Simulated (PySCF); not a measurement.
# CH4Si: the cost of one run

Program: PySCF 2.14.0. Level of theory: levels as typed in each script, gas phase, geometry from GFN2-xTB. These are calculated values, not measurements.

## 1. Where the work starts

SMILES `C=[SiH2]`, 6 atoms, charge 0, spin multiplicity 1.

Bond lengths: C1–Si2 1.748 Å, C1–H3 1.077 Å, C1–H4 1.077 Å, Si2–H5 1.458 Å, Si2–H6 1.458 Å. Angles: Si2–C1–H3 122.5°, Si2–C1–H4 122.6°, H3–C1–H4 114.9°, C1–Si2–H5 124.6°, C1–Si2–H6 124.6°, H5–Si2–H6 110.8°.

As a file:

```mol
CH4Si
  3D, bonds by distance, orders not assigned

  6  5  0  0  0  0  0  0  0  0999 V2000
    1.1858    0.0000    0.0000 C   0  0
   -0.5618    0.0000    0.0000 Si  0  0
    1.7652   -0.9077    0.0000 H   0  0
    1.7652    0.9077    0.0000 H   0  0
   -1.3902    1.2002    0.0000 H   0  0
   -1.3903   -1.2002    0.0000 H   0  0
  1  2  8  0
  1  3  8  0
  1  4  8  0
  2  5  8  0
  2  6  8  0
M  END
```

## 2. Localised orbitals (PBE0/cc-pvtz)

Input file input.py:

```python
import numpy as np
from pyscf import gto, scf, dft, lo
from pyscf.data.elements import chemcore

def solve(mol, dm0=None, hcore=None):
    mf = (dft.UKS if mol.spin else dft.RKS)(mol, xc='pbe0')
    mf.grids.level = 3
    mf = mf.density_fit(auxbasis='def2-universal-jkfit')
    mf.conv_tol, mf.max_cycle = 1e-8, 80
    if hcore is not None:
        mf.get_hcore = lambda *args: hcore
    mf.kernel(dm0)
    if not mf.converged:
        mf = mf.newton().run(mf.mo_coeff, mf.mo_occ, max_cycle=30)
    assert mf.converged, 'SCF not converged'
    return mf

mol = gto.M(atom='''
C      1.18581     0.00001     0.00000
Si    -0.56177     0.00000     0.00000
H      1.76520    -0.90774     0.00000
H      1.76521     0.90769     0.00000
H     -1.39024     1.20021     0.00000
H     -1.39026    -1.20022     0.00000
''', basis='cc-pvtz', charge=0, spin=0, verbose=4)
mf = solve(mol)
occ_all = mf.mo_coeff[:, mf.mo_occ > 0]
occ = occ_all[:, chemcore(mol):]
loc = lo.ibo.ibo(mol, occ, iaos=lo.iao.iao(mol, occ_all))
fock, s = mf.get_fock(), mf.get_ovlp()
ortho = lo.orth_ao(mol, 'meta_lowdin')
ortho = lo.vec_lowdin(lo.iao.iao(mol, occ_all), s)
labels = lo.iao.reference_mol(mol).ao_labels(fmt=None)
vir = lo.vvo.livvo(mol, occ_all, mf.mo_coeff[:, mf.mo_occ == 0])
both = np.hstack([loc, vir])
p = (ortho.T @ s @ both) ** 2
pop = np.array([p[[l[0] == a for l in labels]].sum(0) for a in range(mol.natm)])
spd = np.array([[p[[l[0] == a and l[2][-1] == k for l in labels]].sum(0) for k in 'spd'] for a in range(mol.natm)])
eps = np.einsum('pi,pq,qi->i', both, fock, both)
for i in np.argsort(eps):
    top = np.argsort(-pop[:, i])[:3]
    print('%3d %s %9.4f Eh ' % (i + 1, 'occ' if i < loc.shape[1] else 'vir', eps[i]), '  '.join('%s%d %.3f' % (mol.atom_symbol(a), a + 1, pop[a, i]) for a in top))
np.savez('result.npz', c=both, nocc=loc.shape[1], pop=pop, spd=spd, eps=eps, e=mf.e_tot)
```

The run is started by

```console
OMP_NUM_THREADS=1 python input.py
```

Q: Estimate wall time and peak memory on 1 thread of Arm Neoverse V1, shared host.

About 8.9 s, with a peak of 0.46 GiB.
